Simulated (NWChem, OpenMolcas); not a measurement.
**A ladder of methods for SiF2 (SMILES F[Si]F)**

The species is SiF2 (3 atoms), meant as a singlet with charge 0. As SMILES, `F[Si]F`. The shape is that of a PBE0-D4/def2-TZVP optimisation.

```xyz
3

F     0.1663    1.2468    0.2294
Si   -0.5949   -0.0464   -0.3301
F     0.4286   -1.2004    0.1007
```

Quantity: the dipole moment, in D. The values are calculated.

| level | kind | program | value (D) | CPU time |
| --- | --- | --- | --- | --- |
| HF/def2-TZVP | Hartree–Fock | OpenMolcas | 1.21 | 16 s |
| SVWN5/def2-TZVP | LDA | OpenMolcas | 1.06 | 25 s |
| PBE/def2-TZVP | GGA | NWChem | 0.98 | 18 s |
| revPBE/def2-TZVP | GGA | OpenMolcas | 0.94 | 33 s |
| M06-L/def2-TZVP | meta-GGA | OpenMolcas | 1.01 | 41 s |
| TPSS/def2-TZVP | meta-GGA | OpenMolcas | 0.93 | 40 s |
| B3LYP/def2-TZVP | global hybrid | NWChem | 1.16 | 15 s |
| PBE0/def2-TZVP | global hybrid | OpenMolcas | 1.09 | 30 s |

The values span 0.93 to 1.21 D. Magnitudes only: a small dipole may point the other way at some levels. CPU times are rough (shared hosts, several kinds of processor): they show what a rung costs within a factor of a few.
